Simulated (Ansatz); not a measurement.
Consider Ag in the fcc (Cu type) structure (space group Fm-3m, No. 225).

```cif
data_Ag4
_chemical_formula_sum 'Ag4'
_space_group_name_H-M_alt 'Fm-3m'
_space_group_IT_number 225
_space_group_name_Hall '-F 4 2 3'
_cell_length_a 4.05439
_cell_length_b 4.05439
_cell_length_c 4.05439
_cell_angle_alpha 90.000
_cell_angle_beta 90.000
_cell_angle_gamma 90.000
loop_
_atom_site_label
_atom_site_type_symbol
_atom_site_symmetry_multiplicity
_atom_site_Wyckoff_symbol
_atom_site_fract_x
_atom_site_fract_y
_atom_site_fract_z
_atom_site_occupancy
Ag1 Ag 4 a 0.00000 0.00000 0.00000 1
```
(The calculation used a cell of 1 atom; values per cell refer to that cell.)

Computed with Ansatz (an electronic-structure program) PBEsol, without spin-orbit coupling.

```
level   lattice parameter a
------  -------------------
PBEsol              4.054 Å
```

Question: What does experiment give, and how far off is each level?

Answer: Measured: lattice parameter a 4.062 Å (static lattice; corrected from measurement; as listed in Daniel Mejia-Rodriguez, S. B. Trickey, Phys. Rev. B (2018)). Computed minus measured — lattice parameter a: PBEsol -0.2 %.

Stability against distortions was not tested.
